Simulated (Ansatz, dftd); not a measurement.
System: C₂H₆N, charge 0, doublet. C2H6N (SMILES N([CH2])C, doublet).
B3LYP-D3(BJ)/def2-TZVP minimum from Ansatz (a program for electronic structure):
```xyz
9

C     -0.1173    -0.1522     1.2661
N      0.0966     0.4837     0.0577
C      0.0134    -0.2820    -1.1694
H      0.0488     0.4281     2.1618
H     -0.8649    -0.9333     1.2779
H      0.8364     1.1693     0.0663
H      0.7893    -1.0556    -1.2447
H      0.0972     0.3862    -2.0263
H     -0.9593    -0.7753    -1.2192
```
Charge 0, spin multiplicity 2.

Wanted: atomisation energy (electronic, to ground-state atoms), in kcal/mol. Radicals and triplets start from unrestricted determinants; spin-orbit coupling is neglected. CBS(X,Y): correlation extrapolated as X^-3, Hartree-Fock from the larger set. A bracket is a step between two methods taken in the basis named. Functionals run without relativity, which enters their misses. Double hybrids freeze cores in their MP2 part. '+ core + X2C': CCSD(T) terms for core correlation (cc-pwCVTZ) and scalar relativity (cc-pVTZ-DK). Where a partner has so few electrons that a lower coupled-cluster level is exact, that level stands in.

Compared with CCSD(T)/CBS(cc-pVTZ,cc-pVQZ) + [CCSDT(Q) - CCSD(T)]/cc-pVDZ + core + X2C (Ansatz): 771.4 kcal/mol.

Question: Rank these levels by how close they come to it, closest first: B2PLYP-D4/def2-TZVPD (Ansatz + dftd4); CAM-B3LYP-D3(BJ)/def2-TZVPD (Ansatz + dftd3); r2SCANh/def2-TZVPD (Ansatz); B2GP-PLYP-D3(BJ)/def2-TZVPD (Ansatz + dftd3); PBE/def2-TZVPD (Ansatz).

Answer: r2SCANh/def2-TZVPD (768.1 kcal/mol, difference -3.3), B2PLYP-D4/def2-TZVPD (765.2 kcal/mol, difference -6.2), CAM-B3LYP-D3(BJ)/def2-TZVPD (779.5 kcal/mol, difference 8.1), B2GP-PLYP-D3(BJ)/def2-TZVPD (761.2 kcal/mol, difference -10.2), PBE/def2-TZVPD (788.8 kcal/mol, difference 17.4)
